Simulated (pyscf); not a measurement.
Optimised with ωB97X-D3(BJ)/def2-SVP in PySCF.

Problem. PBE/def2-TZVP puts the barrier of BH₃ (SMILES B) + H₃C–OH (SMILES CO) → H₂B–CH₂–OH (SMILES BCO) + H₂ (SMILES [H][H]) (four-centre exchange; singlet surface; B–H, C–H broken, B–C, H–H formed) at 8.0 kcal/mol and the reaction energy at -1.5 kcal/mol, from the separated reactants. What do r²SCAN/def2-TZVP, M06-2X/def2-TZVP, ωB97M-D3(BJ)/def2-TZVP give on the same structures?

Solution. r²SCAN: ΔE‡ = 11.2 kcal/mol, ΔE = -0.4 kcal/mol; M06-2X: ΔE‡ = 18.7 kcal/mol, ΔE = +1.7 kcal/mol; ωB97M-D3(BJ): ΔE‡ = 17.4 kcal/mol, ΔE = +1.8 kcal/mol. PBE's barrier lies under all of them, by 3.3 to 10.7 kcal/mol. Its reaction energy lies under all of them, by 1.0 to 3.3 kcal/mol. Low barriers are usual for a GGA, whose delocalisation error favours stretched bonds. The reactants may also form a dative adduct at BH₃; it and routes through it were not searched. At the saddle there is also a short B–H contact that neither side keeps. The same reactants have a lower exit, to H₂B–O–CH₃ + H₂ (barrier +4.2 kcal/mol at ωB97M-D3(BJ)/def2-TZVP, against +17.4 kcal/mol here). H₂B–CH₂–OH is closed by a dative B–O contact. H₂B–CH₂–OH lies 59.2 kcal/mol over its isomer H₃C–BH–OH (electronic energy, ωB97M-D3(BJ)/def2-TZVP). One saddle was located; it need not be the lowest between these sides.
